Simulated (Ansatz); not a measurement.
The same path of ClH$_{3}$Si (5 atoms, charge 0, multiplicity 1) was run twice with different band settings. Lost on the way: Si1–H2, Si1–H3. Made: H2–H3.

The calculation used Ansatz 0.2.0, RKS B3LYP/def2-SVP.

Relaxed end points:

```xyz
5
Properties=species:S:1:pos:R:3
Si 0.238 -0.007 0.169
H 0.232 -0.030 1.655
H 1.638 -0.030 -0.333
H -0.458 1.211 -0.324
Cl -0.759 -1.690 -0.536
```

```xyz
5
Properties=species:S:1:pos:R:3
Si 0.040 0.038 -0.996
H 1.084 0.177 1.410
H 1.633 -0.026 0.915
H -0.764 0.964 -0.072
Cl -1.102 -1.699 -0.626
```

Common settings: spring 5.0 eV/Å²; optimiser quadratic models (default); start path through a guess of the saddle point; force threshold 0.05 eV/Å; iteration limit 60; end points relaxed.

| run | movable images | climbing image |
| --- | --- | --- |
| 1 | 9 | yes |
| 2 | 1 | no |

Task: What does each run give, and how far can it be trusted?

Result: Run 1: converged after 10 iterations, highest image 2.775 eV above the first end. A vibrational analysis at the climbing image gives one clearly imaginary mode, 1228i cm⁻¹: a first-order saddle point.
Run 2: converged after 7 iterations, highest image 2.613 eV above the first end. Neighbouring images differ by up to 2.6 eV, so the band resolves the path poorly. No image climbed, so the highest image needn't sit at the top of the path. So few images can step over the top or miss a turn of the path.
The orbitals stay closed-shell, which can raise the energy where a bond breaks towards radicals; this wasn't checked here.
